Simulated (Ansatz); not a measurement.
This geometry of CH₄B (6 atoms, charge 0, multiplicity 2) is a first-order saddle point.

Computed with Ansatz, UKS B3LYP-D4/def2-SVP.

```xyz
6
Properties=species:S:1:pos:R:3
B 0.534 -0.985 0.053
C -0.205 0.348 -0.209
H 0.906 -1.492 1.084
H -1.145 0.145 -0.756
H 0.393 0.967 -0.905
H -0.441 0.953 0.686
```

Task: Which two structures does it join? (They come from a converged band through this point; their orientation in space is the band's.)

Result: No bond is made or broken. The dihedral H3–B1–C2–H4 goes from -168 to -40°. The two ends are copies of one structure, up to a mirror image or an exchange of like atoms.

First end point:

```xyz
6
Properties=species:S:1:pos:R:3
B 0.338 -1.071 0.125
C -0.291 0.300 -0.209
H 1.173 -1.325 0.960
H -1.176 0.279 -0.862
H 0.507 0.851 -0.753
H -0.509 0.903 0.693
```

Last end point:

```xyz
6
Properties=species:S:1:pos:R:3
B 0.792 -0.746 0.296
C -0.116 0.369 -0.264
H 0.475 -1.705 0.959
H -1.084 -0.010 -0.643
H 0.339 1.034 -1.015
H -0.365 0.995 0.620
```

Task: How far does it lie above each of them?

Result: 2.0 kJ/mol above the first and 2.0 kJ/mol above the second. This is the barrier of this one path; another mechanism may lie lower.

The run took 57 s on 1 thread of Intel(R) Xeon(R) Platinum 8375C CPU @ 2.90GHz (Ice Lake), on a shared host, peak memory 0.12 GiB.
